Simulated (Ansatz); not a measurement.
**SiH3Cl (SiClH3): the energy, rung by rung**

SiH3Cl: 5 atoms, total charge 0, spin state singlet. As SMILES, `[H][Si]([H])([H])Cl`. Geometry: relaxed at GFN2-xTB.

```
atom    x (Å)    y (Å)    z (Å)
  Si   0.0003   0.0019  -0.1294
  Cl   0.0107  -0.0208   1.8806
   H   1.3823   0.0112  -0.5949
   H  -0.7007   1.2037  -0.5665
   H  -0.6925  -1.1960  -0.5898
```

Quantity: the energy change with the Si1–Cl2 bond stretched from 2.010 to 5.025 Å, in eV. The values are calculated.

| level | kind | program | value (eV) | less FCI/STO-3G | CPU time (all runs) |
| --- | --- | --- | --- | --- | --- |
| HF/STO-3G (restricted) | Hartree–Fock | Ansatz | 8.05 | +3.51 | 0.23 s |
| SVWN5/STO-3G (restricted) | LDA | Ansatz | 5.83 | +1.29 | 1.1 s |
| revPBE/STO-3G (restricted) | GGA | Ansatz | 5.28 | +0.74 | 2.4 s |
| PBE0/STO-3G (restricted) | global hybrid | Ansatz | 6.29 | +1.75 | 2 s |
| r2SCAN0/STO-3G (restricted) | hybrid meta-GGA | Ansatz | 6.48 | +1.94 | 5.8 s |
| wB97X/STO-3G (restricted) | range-separated hybrid | Ansatz | 7.31 | +2.77 | 11 s |
| B2PLYP/STO-3G (restricted) | double hybrid | Ansatz | 5.26 | +0.72 | 2 s |
| MP2/STO-3G (restricted) | perturbation theory | Ansatz | 5.99 | +1.45 | 0.34 s |
| CCSD(T)/STO-3G (restricted) | coupled cluster or CI | Ansatz | 3.61 | -0.93 | 0.33 s |
| FCI/STO-3G | exact in the basis | Ansatz | 4.54 | 0.00 | 2.1 s |

FCI/STO-3G is exact within its basis and frozen core, so for wave-function methods in that basis the difference is their error; functionals converge differently with the basis, so for them it is only a difference. Spin-restricted single references rise too steeply as a bond breaks, Hartree–Fock most of all. Perturbation and coupled-cluster corrections on them can overshoot downwards. The first shape isn't each level's own minimum. The values span 3.61 to 8.05 eV. All rows use very small basis sets, so even the best lies far from the true value. Times are those of the runs behind each value, whatever else they computed, on shared processors of several kinds: orders of magnitude only.
